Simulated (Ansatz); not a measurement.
What does this script print? It uses Ansatz 0.2.0 through its Python package.

The script, `c3h6n2.py`:
```python
"""Rigid torsion scan of C3H6N2."""

import ansatz as az
from ase import Atoms


def main() -> None:
    atoms = Atoms(["N", "C", "C", "C", "N", "H", "H", "H", "H", "H", "H"], positions=[
        [-1.2374, 1.23, -0.7097],
        [-0.6663, 0.39, -0.0706],
        [-0.2592, 0.0112, 1.1857],
        [0.1421, -0.7909, -0.1896],
        [1.404, -0.6928, -0.8102],
        [-1.6331, 2.0143, -0.0848],
        [0.6258, 0.5427, 1.6543],
        [-0.9029, -0.4115, 1.8737],
        [-0.4673, -1.711, -0.2998],
        [1.7249, 0.2864, -0.765],
        [1.3349, -0.9253, -1.7634],
    ])

    # start the scan from a relaxed geometry
    first = az.Crystal.molecule_from_ase(atoms).calculation()
    first = first.basis(gaussian="def2-SVP")
    first = first.functional("pbe0")
    first = first.relax(force_tolerance=0.02, max_steps=80)
    atoms.positions = first.run().report["positions_ang"]

    start = atoms.get_dihedral(1, 3, 4, 9)
    energies = {}
    for turn in range(0, 360, 40):
        turned = atoms.copy()
        turned.set_dihedral(1, 3, 4, 9, start + turn, indices=[4, 9, 10])
        model = az.Crystal.molecule_from_ase(turned).calculation().basis(gaussian="def2-SVP").functional("pbe0")
        energies[round((start + turn) % 360)] = model.run().report["free_energy_ev"]
    floor = min(energies.values())
    print("dihedral C1-C3-N4-H9 (deg)   E - E(min) (kcal/mol)")
    for angle, e in sorted(energies.items()):
        print(f"{angle:8d} {23.060548 * (e - floor):14.3f}  " + "#" * int(30 * (e - floor) / max(max(energies.values()) - floor, 1e-9)))


if __name__ == "__main__":
    main()
```

```console
$ python c3h6n2.py
dihedral C1-C3-N4-H9 (deg)   E - E(min) (kcal/mol)
      30          0.269  #
      70          1.085  #######
     110          1.174  ########
     150          1.575  ###########
     190          4.123  ##############################
     230          2.908  #####################
     270          0.000
     310          0.450  ###
     350          1.023  #######
```

The scan is rigid and the energies are electronic, in a modest basis. With rigid groups the curve can differ much from the relaxed path, the start wasn't checked as a minimum of this torsion, and equivalent turns needn't return to the same energy. Finished in 66 s on 1 thread of Arm Neoverse V2, on a shared host, peak memory 0.28 GiB.
